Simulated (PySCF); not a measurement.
Molecule: SMILES F[C@@H]1COCO1, C$_{3}$H$_{5}$FO$_{2}$.

Cartesian coordinates in Å; atom numbers follow the order of the lines, from 1:
```xyz
11

F    -0.4858    1.9158    0.2070
C    -0.2651    0.8217   -0.5925
C    -1.0032   -0.3931   -0.0037
O     0.0215   -1.2873    0.3483
C     1.1806   -0.5245    0.4305
O     1.0576    0.4558   -0.5735
H    -0.5476    1.1063   -1.6171
H    -1.6775   -0.8795   -0.7233
H    -1.5867   -0.0572    0.8727
H     2.0588   -1.1501    0.2199
H     1.2805   -0.0390    1.4240
```

Geometry PBE0-D3(BJ)/def2-SVP throughout; GIAO in PySCF, gas phase, one conformer, non-relativistic; equivalent atoms averaged; basis pcSseg-2.

For orientation, LDA gives these shifts δ (against CFCl3, TMS, H2O at the same level): F1 -155.8, C2 121.2, C5 106.1, C3 81.1, O6 165.1, O4 85.7, H7 6.15, H10 5.33, H8 4.34 ppm.

A run gave: F1 -158.0, C2 113.6, C5 100.2, C3 76.1, O6 154.7, O4 80.8, H7 6.03, H10 5.21, H8 4.19 ppm (shifts δ (against CFCl3, TMS, H2O at the same level)).

Which functional was used in that run?
A. OPBE
B. WP04
C. BLYP
D. KT2
E. B97-D

## Answers

D. F1 tells them apart best: KT2 gives -158.0, BLYP gives -150.4, WP04 gives -137.1, OPBE gives -148.4, B97-D gives -148.2 ppm.
